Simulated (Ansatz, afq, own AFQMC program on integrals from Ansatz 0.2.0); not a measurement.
C2, singlet in 6-31G, levels against full CI

| atom | x (Å) | y (Å) | z (Å) |
| --- | --- | --- | --- |
| C | 0.0000 | 0.0000 | 0.0000 |
| C | 0.0000 | 0.0000 | 1.2462 |

Basis 6-31G. Noble-gas cores (and the filled d shells of Ga–Kr and In–Xe) are frozen. AFQMC by an in-house program on the Cholesky factors that Ansatz 0.2.0 writes for its CCSD(T) run. ph-AFQMC/CISD is guided by a CISD state made of CCSD amplitudes; releasing the constraint for a short imaginary time cuts its bias at the price of noise, slowly where states lie close. Free projection: walkers drawn from exp(T), propagated without any constraint. Its projection time is finite, and what remains of the start isn't in its error. ± is one standard error of the sampling.

Determinant: RHF, the one that the program's search chose, which needn't be the lowest solution. The geometry is a point of a scan.

Full CI on the same integrals is exact in this basis and with this determinant's frozen core.

Cautions: restricted determinant unstable towards unrestricted (UHF 3.62 eV lower, ⟨S²⟩ 1.77); the search met a lower determinant of the same kind, perhaps of another symmetry (489 meV lower), and this one is a saddle point; strong correlation (T1 0.041, weight of the determinant 0.73, largest double 0.37); (T) is large, 8 % of the CCSD correlation; the CCSD(T) amplitudes may be one of several solutions (largest double 0.37); the CCSDT(Q) amplitudes may be one of several solutions (largest double 0.45); the CCSDTQ amplitudes may be one of several solutions (largest double 0.45); the released energies are still falling, so no released level is given (meV from the phaseless value at times in 1/Eh: -43 ± 3 at 0.24, -80 ± 3 at 0.51, -127 ± 4 at 0.99, -161 ± 4 at 1.62, -186 ± 4 at 2.40); CCSDTQ on the UHF determinant differs (30 meV higher), by its state or its frozen core.

* T1 diagnostic: 0.0412
* weight of the determinant in the CISD state: 0.734
* size of the correlated space: 8 electrons in 16 orbitals

```csv
level,correlation energy (eV)
MP2,-7.2547
CCSD,-7.3409
CCSD(T),-7.9587
```

(1) Estimate where phaseless AFQMC with the Hartree–Fock trial lies against CCSD(T) on the same integrals.

(1) 1129.8 ± 31.0 meV above CCSD(T).

Reference: full CI, correlation energy -7.952 eV.

```
        level  E − E(reference) (meV)  share of correlation (%)
      CCSD(T)                    -6.9                    100.09
        CCSDT                    47.5                     99.40
     CCSDT(Q)                   -45.0                    100.57
       CCSDTQ                    13.2                     99.83
  ph-AFQMC/HF           1122.9 ± 31.0                     85.88
ph-AFQMC/CISD             273.5 ± 5.2                     96.56
   free AFQMC              19.6 ± 8.7                     99.75
```

CCSDT and higher add their correlation energy to the determinant of the CCSD(T) run, since their own runs factorise the integrals more tightly (a shift of under 2 meV). Free projections are given only where their last times agree within the noise and don't stop above the reference; a slow remainder of the start can still hide under it. A walk keeps the symmetry of its determinant, which the program's search chose and which needn't be the lowest solution, so a lower state of the same spin and another symmetry isn't excluded.
